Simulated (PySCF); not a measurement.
# C3H4O (SMILES O=C1CC1) at 6 levels

We compute a comparison of 6 runs (B3LYP/6-311+G**, M06-2X/6-311+G**, M06-L/6-311+G**, PBE0/6-311+G**, SVWN5/6-311+G**, r2SCAN/6-311+G**) of C3H4O. The job is set up through a Python script.

The results are computed with PySCF 2.14.0.

1 further run of the same task is left out (set aside as unsound or not needed).

## (1) The molecule

C3H4O: 8 atoms, total charge 0, spin state singlet. As SMILES, `O=C1CC1`. Geometry: relaxed at PBE0-D4/def2-TZVP.

Bond lengths: O1–C2 1.191 Å, C2–C3 1.461 Å, C2–C4 1.461 Å, C3–C4 1.559 Å, C3–H5 1.085 Å, C3–H6 1.085 Å, C4–H7 1.085 Å, C4–H8 1.085 Å. Some angles: O1–C2–C3 147.8°, O1–C2–C4 147.8°, C3–C2–C4 64.5°, C2–C3–C4 57.8°, C2–C4–C3 57.8°, C2–C3–H5 118.8°, C2–C3–H6 118.8°, C4–C3–H5 117.6°, C4–C3–H6 117.6°, C2–C4–H7 118.8°.

## (2) A single-point energy at B3LYP/6-311+G(d,p) (run 1)

File run.py:

```python
# O=C1CC1
from pyscf import gto, dft

mol = gto.M(
    atom='''
O       -1.866360       0.508710       0.864370
C       -0.817550       0.222830       0.378650
C        0.531030       0.648400       0.010540
C        0.011210      -0.796200      -0.261680
H        0.656030       1.307070      -0.842670
H        1.269970       0.777560       0.794590
H       -0.199200      -1.069440      -1.290510
H        0.414850      -1.598930       0.346710
''',
    basis='6-311+g**',
    max_memory=1860,
    spin=0,
    verbose=3,
)

calc0 = dft.RKS(mol)
calc0.xc = 'b3lyp'
calc0.conv_tol = 1e-10
calc0.grids.level = 5
calc0.kernel()
if not calc0.converged:
    calc0 = calc0.newton().run(calc0.mo_coeff, calc0.mo_occ)

e_tot = calc0.e_tot
print('E(%s) = %.9f' % ('B3LYP', e_tot))
```

Command:

```
$ OMP_NUM_THREADS=1 python run.py
```

Output:

```text
converged SCF energy = -191.940356929311
E(B3LYP) = -191.940356929
```

Wall time 20 s (1 thread of Arm Neoverse V2, shared host); peak memory 0.59 GiB.

## (3) A single-point energy at M06-2X/6-311+G(d,p) (run 2)

File input.xyz:

```xyz
8
C3H4O
O     -1.866360     0.508710     0.864370
C     -0.817550     0.222830     0.378650
C      0.531030     0.648400     0.010540
C      0.011210    -0.796200    -0.261680
H      0.656030     1.307070    -0.842670
H      1.269970     0.777560     0.794590
H     -0.199200    -1.069440    -1.290510
H      0.414850    -1.598930     0.346710
```

File run.py:

```python
from pyscf import gto, dft

mol = gto.M(
    atom='input.xyz',
    verbose=3,
    charge=0,
    max_memory=1860,
    spin=0,
    basis='6-311+g**',
)

ks = dft.RKS(mol, xc='m06-2x')
ks.grids.level = 5
ks.conv_tol = 1e-10
ks.kernel()
if not ks.converged:
    ks = ks.newton().run(ks.mo_coeff, ks.mo_occ)

e_final = ks.e_tot
print(f'total energy: {e_final:.8f} hartree')
```

Command:

```
$ OMP_NUM_THREADS=1 python run.py
```

Output:

```text
converged SCF energy = -191.853658721574
total energy: -191.85365872 hartree
```

Wall time 47 s (1 thread of Arm Neoverse V2, shared host); peak memory 0.64 GiB.

Runs 3 to 5 aren't shown in full; the table further down has their settings and results.

## (4) A single-point energy at r2SCAN/6-311+G(d,p) (run 6)

File calc.py:

```python
# O=C1CC1
from pyscf import gto, dft

molecule = gto.M(
    atom='''
O       -1.866360       0.508710       0.864370
C       -0.817550       0.222830       0.378650
C        0.531030       0.648400       0.010540
C        0.011210      -0.796200      -0.261680
H        0.656030       1.307070      -0.842670
H        1.269970       0.777560       0.794590
H       -0.199200      -1.069440      -1.290510
H        0.414850      -1.598930       0.346710
''',
    verbose=4,
    max_memory=1860,
    basis='6-311+g**',
)

calc0 = dft.RKS(molecule, xc='r2scan')
calc0.grids.level = 5
calc0.conv_tol = 1e-10
calc0.kernel()
if not calc0.converged:
    calc0 = calc0.newton().run(calc0.mo_coeff, calc0.mo_occ)

e_final = calc0.e_tot
print('E = %.10f Eh' % e_final)
```

Command:

```
$ OMP_NUM_THREADS=1 python calc.py
```

Output:

```text
PySCF version 2.14.0

[... 79 lines left out ...]
converged SCF energy = -191.828881447362
E = -191.8288814474 Eh
```

It took 43 s on 1 thread of Arm Neoverse V2, shared host; peak memory 0.64 GiB.

## (5) All runs side by side

```
run             level  energy (Eh)  dipole moment (D)  HOMO energy (eV)  LUMO energy (eV)  wall time
  1   B3LYP/6-311+G**  -191.940357               3.04             -6.81             -1.27       20 s
  2  M06-2X/6-311+G**  -191.853659               3.07             -8.43             -0.03       47 s
  3   M06-L/6-311+G**  -191.916775               2.87             -5.75             -1.86       43 s
  4    PBE0/6-311+G**  -191.715612               3.04             -7.02             -1.01       20 s
  5   SVWN5/6-311+G**  -190.322213               2.99             -5.71             -2.36       13 s
  6  r2SCAN/6-311+G**  -191.828881               2.98             -5.80             -1.87       43 s
```

## (6) Outcome

| quantity | value |
| --- | --- |
| run 6: total energy | -191.82888 Eh |
| run 6: dipole moment | 2.98 D |
| run 6: HOMO energy | -5.80 eV |
| run 6: LUMO energy | -1.87 eV |
| run 6: HOMO–LUMO gap | 3.92 eV |

The dipole moment (its size) runs from 2.87 D (M06-L/6-311+G**) to 3.07 D (M06-2X/6-311+G**). The HOMO–LUMO gap runs from 3.35 eV (SVWN5/6-311+G**) to 8.40 eV (M06-2X/6-311+G**). Totals of different functionals can't be ranked against each other. All runs together took 3.1 min, the longest 47 s.
